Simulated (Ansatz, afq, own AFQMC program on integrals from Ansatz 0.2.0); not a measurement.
# BH⁻, doublet in aug-cc-pVDZ, levels against full CI

```xyz
2

B     0.0000    0.0000    0.0000
H     0.0000    0.0000    2.3660
```

Basis aug-cc-pVDZ. Only valence electrons are correlated. Ansatz 0.2.0 and our own AFQMC program on the same integrals; the CISD trial comes from CCSD amplitudes, and released means the phaseless constraint is let go. ± is one standard error of the sampling.

Determinant: UHF, the one that the program's search chose, which needn't be the lowest solution. The geometry is a point of a scan.

Full CI on the same integrals is exact in this basis and with this determinant's frozen core.

Cautions: strong correlation (T1 0.052, weight of the determinant 0.86, largest double 0.14); unrestricted determinant spin contaminated (⟨S²⟩ 0.86 against 0.75); the released energies are still falling, so no released level is given (meV from the phaseless value at times in 1/Eh: -4 ± 3 at 0.24, -7.1 ± 2.4 at 0.51, -15 ± 3 at 0.99, -17.9 ± 2.3 at 1.62, -22.2 ± 2.3 at 2.40).

- T1 diagnostic: 0.0518
- weight of the determinant in the CISD state: 0.860
- ⟨S²⟩ of the determinant: 0.857
- size of the correlated space: 5 electrons in 31 orbitals

Reference: full CI, correlation energy -3.011 eV.

```json
{"level": "HF", "E − E(reference) (kJ/mol)": "290.5", "share of correlation (%)": "0.00"}
{"level": "MP2", "E − E(reference) (kJ/mol)": "104.1", "share of correlation (%)": "64.16"}
{"level": "CCSD", "E − E(reference) (kJ/mol)": "16.0", "share of correlation (%)": "94.49"}
{"level": "CCSD(T)", "E − E(reference) (kJ/mol)": "5.7", "share of correlation (%)": "98.03"}
{"level": "CCSDT", "E − E(reference) (kJ/mol)": "0.6", "share of correlation (%)": "99.80"}
{"level": "CCSDT(Q)", "E − E(reference) (kJ/mol)": "0.1", "share of correlation (%)": "99.97"}
{"level": "CCSDTQ", "E − E(reference) (kJ/mol)": "0.0", "share of correlation (%)": "100.00"}
{"level": "ph-AFQMC/HF", "E − E(reference) (kJ/mol)": "10.0 ± 2.2", "share of correlation (%)": "96.55"}
{"level": "ph-AFQMC/CISD", "E − E(reference) (kJ/mol)": "3.3 ± 0.3", "share of correlation (%)": "98.85"}
```

CCSDT and higher add their correlation energy to the determinant of the CCSD(T) run, since their own runs factorise the integrals more tightly (a shift of under 2 meV). A walk keeps the symmetry of its determinant, which the program's search chose and which needn't be the lowest solution, so a lower state of the same spin and another symmetry isn't excluded.
